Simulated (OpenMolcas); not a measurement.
# H3O+ (oxonium): FNO-MP2/cc-pVTZ (RICD fitting, virtual fraction 0.6)

Aim: the energy change on altering one bond length of H3O+ (oxonium) at FNO-MP2/cc-pVTZ (RICD fitting, virtual fraction 0.6), from 2 runs. 

The calculation is run with OpenMolcas 26.06.

### Step 1. The molecule

H3O+: 4 atoms, total charge +1, spin state singlet. As SMILES, `[OH3+]`. The coordinates come from a GFN2-xTB relaxation.

Bond lengths: O1–H2 0.983 Å, O1–H3 0.983 Å, O1–H4 0.984 Å. Angles: H2–O1–H3 112.0°, H2–O1–H4 112.0°, H3–O1–H4 112.0°.

### Step 2. The energy at FNO-MP2/cc-pVTZ (RICD fitting, virtual fraction 0.6)

Input file job.input:

```
* H3O FNO-MP2

&GATEWAY
 BasLib=$CurrDir
 Coord
 4
 angstrom
 O        0.196050      -0.061020      -0.056900
 H        0.214230       0.919440       0.016470
 H       -0.413410      -0.366620      -0.765680
 H        0.003130      -0.491800       0.806120
 Basis=cc-pVTZ
 Group=NoSym
 RICD

&SEWARD

&SCF
 Charge=1
 PrOrbitals=0

&MBPT2
 FNOMP2=0.6
 DoMP2
 Frozen=1
```

The basis set cc-pVTZ is read from a file made from the Basis Set Exchange's data (not shown).

Command:

```console
$ export MOLCAS_MEM=1860
$ pymolcas job.input > job.log
```

Output:

```text
--- Start Module: gateway ---
[...]
--- Stop Module: gateway /rc=_RC_ALL_IS_WELL_ ---
[...]
      Basis functions           72
[...]
--- Start Module: scf ---
[...]
       Convergence after  12 Iterations
[...]
::    Total SCF energy                                -76.3385283575
[...]
      Total spin, S                                     0.0000000000
[...]
      Total electronic charge=   10.000000
      Total            charge=    1.000000
[...]
      Dipole Moment (debye):
      Origin of the operator (angstrom)=    0.1545   -0.0481   -0.0448
                   X= -1.5766E+00               Y=  4.9064E-01               Z=  4.5766E-01           Total=  1.7134E+00
      Center of Charge (angstrom)
[...]
--- Stop Module: scf /rc=_RC_ALL_IS_WELL_ ---
--- Start Module: mbpt2 ---
[...]
WARNING!
Default frozen orbitals as non valence orbitals is overwritten by user input.
Default values:   1
[...]
       Reference weight ( Cref**2 )         =        0.94769
::    Total MBPT2 energy                              -76.5931548493
[...]
--- Stop Module: mbpt2 /rc=_RC_ALL_IS_WELL_ ---
[...]
```

Wall time 2.2 s (1 thread of Arm Neoverse V2, shared host); peak memory 0.17 GiB.

### Step 3. The distorted shape at the same level

Input file job.input:

```
&GATEWAY
 BASLIB = $CurrDir
 COORD
 4
 angstrom
 O        0.348396       0.015371       0.120273
 H        0.366576       0.995831       0.193643
 H       -0.413410      -0.366620      -0.765680
 H        0.155476      -0.415409       0.983293
 BASIS = cc-pVTZ
 GROUP = NoSym
 RICD

&SEWARD

&SCF
 CHARGE = 1
 PRORBITALS = 0

&MBPT2
 FNOMP2 = 0.6
 DOMP2
 FROZEN = 1
```

The basis set cc-pVTZ is read from a file made from the Basis Set Exchange's data (not shown).

Command:

```console
$ export MOLCAS_MEM=1860
$ pymolcas job.input > job.log
```

Output:

```text
--- Start Module: gateway ---
[...]
--- Stop Module: gateway /rc=_RC_ALL_IS_WELL_ ---
[...]
      Basis functions           72
[...]
--- Start Module: scf ---
[...]
       Convergence after  13 Iterations
[...]
::    Total SCF energy                                -76.2986657535
[...]
      Total spin, S                                     0.0000000000
[...]
      Total electronic charge=   10.000000
      Total            charge=    1.000000
[...]
      Dipole Moment (debye):
      Origin of the operator (angstrom)=    0.2988    0.0243    0.1229
                   X= -2.0236E+00               Y=  2.2916E-01               Z= -1.2892E-01           Total=  2.0406E+00
      Center of Charge (angstrom)
[...]
--- Stop Module: scf /rc=_RC_ALL_IS_WELL_ ---
--- Start Module: mbpt2 ---
[...]
WARNING!
Default frozen orbitals as non valence orbitals is overwritten by user input.
Default values:   1
[...]
       Reference weight ( Cref**2 )         =        0.94205
::    Total MBPT2 energy                              -76.5608772778
[...]
--- Stop Module: mbpt2 /rc=_RC_ALL_IS_WELL_ ---
[...]
```

Wall time 2.2 s (1 thread of Arm Neoverse V2, shared host); peak memory 0.17 GiB.

### Step 4. Results

Level: FNO-MP2/cc-pVTZ (RICD fitting, virtual fraction 0.6), 1 core orbital frozen.

```
                                                         quantity         value
                                        first shape: total energy  -76.59315 Eh
                 first shape: HOMO energy (Hartree–Fock orbitals)     -25.92 eV
                 first shape: LUMO energy (Hartree–Fock orbitals)      -3.96 eV
               first shape: HOMO–LUMO gap (Hartree–Fock orbitals)      21.96 eV
          first shape: correlation energy (1 core orbital frozen)    -254.6 mEh
                                    distorted shape: total energy  -76.56088 Eh
             distorted shape: HOMO energy (Hartree–Fock orbitals)     -25.06 eV
             distorted shape: LUMO energy (Hartree–Fock orbitals)      -4.91 eV
           distorted shape: HOMO–LUMO gap (Hartree–Fock orbitals)      20.14 eV
      distorted shape: correlation energy (1 core orbital frozen)    -262.2 mEh
energy change with the O1–H3 bond stretched from 0.983 to 1.229 Å      0.878 eV
```

In words: With the O1–H3 bond stretched from 0.983 to 1.229 Å the energy rises by 0.88 eV (20.3 kcal/mol). The first shape isn't relaxed at this level, so the change isn't measured from a minimum. Mulliken charges (distorted shape) of the mean-field density run from -0.16 on O1 to +0.47 on H3; they depend strongly on the basis.
